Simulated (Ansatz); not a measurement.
`N[Si]F` + H₂O → `O[Si]F` + NH₃ at 700 K and 1 bar (formal hydrolysis of the Si–N bond).

Program: Ansatz. Geometries: PBE0-D4/def2-TZVP. ΔE: electronic, gas phase. CCSD(T)/CBS is extrapolated from def2-TZVPP and def2-QZVPP, frozen cores. One conformer a species, not always the lowest.

| species | CCSD(T)/CBS energy (Eh) | H − E (kJ/mol) | S (J/(mol·K)) |
| --- | --- | --- | --- |
| `N[Si]F` | -444.83821 | 116.9 | 330.3 |
| H₂O | -76.37685 | 80.5 | 218.4 |
| `O[Si]F` | -464.72370 | 80.2 | 319.6 |
| NH₃ | -56.50568 | 116.9 | 226.5 |

H − E and S are ideal-gas, rigid-rotor, harmonic terms from PBE0-D4/def2-TZVP, for one conformer and one mirror image of each species. 1 Eh = 2625.50 kJ/mol, R = 8.31446 J/(mol·K).

**Question.** By hand: ΔE, ΔH, ΔS and ΔG.

**Answer.** ΔE = (-464.72370) + (-56.50568) − (-444.83821) − (-76.37685) = -0.01432 Eh = -37.6 kJ/mol. Δ(H − E) = 80.2 + 116.9 − 116.9 − 80.5 = -0.3, so ΔH = -37.9 kJ/mol. ΔS = 319.6 + 226.5 − 330.3 − 218.4 = -2.6 J/(mol·K). ΔG = -37.9 − 700 × (-2.6)/1000 = -36.1 kJ/mol.

**Question.** By hand: the equilibrium constant, and the temperature at which ΔG would vanish if ΔH and ΔS stayed fixed.

**Answer.** log₁₀ K = −ΔG/(RT ln 10) = 2.7. ΔG = 0 at ΔH/ΔS = 14577 K, far beyond where these terms or the molecules hold.

The number of gas molecules stays the same, so ΔS is small and ΔH decides. A doubt of 5 kJ/mol in ΔE shifts log₁₀ K by 0.4 here. Other conformers and mirror images would add mixing entropy, several J/(mol·K) or more a flexible species. These are equilibria of isolated gas molecules and say nothing of rates. Largest T1 diagnostic: 0.015 (customary marks: 0.02 for closed shells, 0.045 for open ones).
